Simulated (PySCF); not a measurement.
## Ionisation energy of Be by level of theory

Be [He] 2s2 (1S) → Be+ [He] 2s1 (2S), as a difference of total energies. All numbers are calculated (PySCF 2.14, no relativity, point nucleus, in cc-pVTZ (4s3p2d1f, 30 functions)). Correlated levels: valence: 1s2 frozen. The calculations carry no spin-orbit coupling.

```
           method  ionisation energy (eV)
              UHF                   8.045
              PBE                   8.995
            M06-L                   8.909
    MP2 (valence)                   8.811
SCS-MP2 (valence)                   8.965
   CCSD (valence)                   9.284
```

Task: How much does correlation contribute at MP2 (valence)?

Result: 8.811 − (8.045) = 0.766 eV, measured against UHF.

Errors of the correlated levels include the incompleteness of this basis and the frozen core.

With two correlated electrons CCSD is exact in that space.

For comparison: 9.323 eV (measured; NIST Atomic Spectra Database, ionization energies).
